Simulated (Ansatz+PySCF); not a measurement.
Values are calculated unless marked as measured or tabulated.
Input for PySCF 2.14.0:

```python
from pyscf import gto, scf, mp

mol = gto.M(atom="""
C 0.000000 0.000000 0.021740
N 0.000000 0.000000 -1.215870
H 0.000000 0.935530 0.597070
H 0.000000 -0.935530 0.597070
""", basis='cc-pvtz', charge=0, spin=1)
mf = scf.UHF(mol)
mf.kernel()
pt = mp.MP2(mf, frozen=2).run()
print(mf.e_tot, pt.e_corr, pt.e_tot)
```

The script is written out from the run's settings.

The run gave:

```json
{"Converged": "yes", "Reference energy": "-93.46588 hartree", "Correlation energy": "-0.30949 hartree", "Total energy": "-93.77537 hartree", "Spin squared of the determinant": "0.932"}
```

Caution: the unrestricted determinant is spin contaminated.
